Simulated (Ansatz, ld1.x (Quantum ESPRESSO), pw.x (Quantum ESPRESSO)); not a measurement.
pw.x on fcc Al: one setting changed

Potential: norm-conserving Troullier–Martins (Kleinman–Bylander form), ld1.x (Quantum ESPRESSO) 7.5, PBEsol; core [Ne], reference 3s2 3p1; waves: 3p (bound): rc 2.70 bohr; 3d channel at 0.4 Ry: rc 2.20 bohr; 3s (bound): rc 1.40 bohr; local part: the s channel; core correction: Bessel-smoothed model core inside 1.25 bohr.

The reference run (k-mesh 14³, cutoffs 85/340 Ry, Fermi–Dirac 0.01 Ry, mixing_beta 0.4, conv_thr 1e-9, no spin) gives -1.32 GPa at 16.207 Å³/atom, where all-electron LAPW gives -0.16 GPa. This run, with its own iteration cap, changes smearing to gauss.

```
&control
  calculation='scf', prefix='x', pseudo_dir='./', outdir='./tmp', tstress=.true., disk_io='none'
/
&system
  ibrav=0, nat=1, ntyp=1, ecutwfc=85, ecutrho=340, nbnd=8,
  occupations='smearing', smearing='gauss', degauss=0.01
/
&electrons
  conv_thr=1e-09, mixing_beta=0.4, electron_maxstep=60
/
ATOMIC_SPECIES
Al 1.0 Al.UPF
CELL_PARAMETERS angstrom
  0.00000000 2.00858807 2.00858807
  2.00858807 0.00000000 2.00858807
  2.00858807 2.00858807 0.00000000
ATOMIC_POSITIONS crystal
Al 0.0000 0.0000 0.0000
K_POINTS automatic
14 14 14 0 0 0
```

```bash
pw.x < Al.scf.in > Al.scf.out
```

Q: How does the run end?

A: It converges in 6 iterations; the free energy moves by +12.1 meV/atom and the pressure by -0.19 GPa. Gaussian smearing of the same width is narrower in effect than Fermi–Dirac, so its quadratic term in F is smaller.

```
Message from routine setup:
     using ibrav=0 with symmetry is DISCOURAGED, use correct ibrav instead
     lattice parameter (alat)  =       5.3679  a.u.
     unit-cell volume          =     109.3703 (a.u.)^3
     number of electrons       =         3.00
     number of Kohn-Sham states=            8
     kinetic-energy cutoff     =      85.0000  Ry
     charge density cutoff     =     340.0000  Ry
     scf convergence threshold =      1.0E-09
     Exchange-correlation= PBESOL
     number of k points=   104  Gaussian smearing, width (Ry)=  0.0100
     iteration #  1     ecut=    85.00 Ry     beta= 0.40
     total energy              =     -10.11805654 Ry
     estimated scf accuracy    <       0.00710288 Ry
     iteration #  2     ecut=    85.00 Ry     beta= 0.40
     total energy              =     -10.11694150 Ry
     estimated scf accuracy    <       0.00224461 Ry
     iteration #  3     ecut=    85.00 Ry     beta= 0.40
     total energy              =     -10.11705857 Ry
     estimated scf accuracy    <       0.00000346 Ry
     iteration #  4     ecut=    85.00 Ry     beta= 0.40
     total energy              =     -10.11706687 Ry
     estimated scf accuracy    <       0.00000035 Ry
     iteration #  5     ecut=    85.00 Ry     beta= 0.40
     total energy              =     -10.11706683 Ry
     estimated scf accuracy    <       0.00000014 Ry
     iteration #  6     ecut=    85.00 Ry     beta= 0.40
     the Fermi energy is     8.0017 ev
!    total energy              =     -10.11706684 Ry
     estimated scf accuracy    <          6.8E-10 Ry
     smearing contrib. (-TS)   =      -0.00033826 Ry
     The total energy is F=E-TS. E is the sum of the following terms:
     one-electron contribution =       3.00565535 Ry
     hartree contribution      =       0.00751277 Ry
     xc contribution           =      -7.69427725 Ry
     ewald contribution        =      -5.43561944 Ry
     convergence has been achieved in   6 iterations
          total   stress  (Ry/bohr**3)                   (kbar)     P=      -15.12
     Message from routine punch:
     Nothing written, as per user request (disk_io='none')
```

The run took about 8.8 s on one core of a shared host (Neoverse-V1, 32 threads, 247 GiB, load 28).
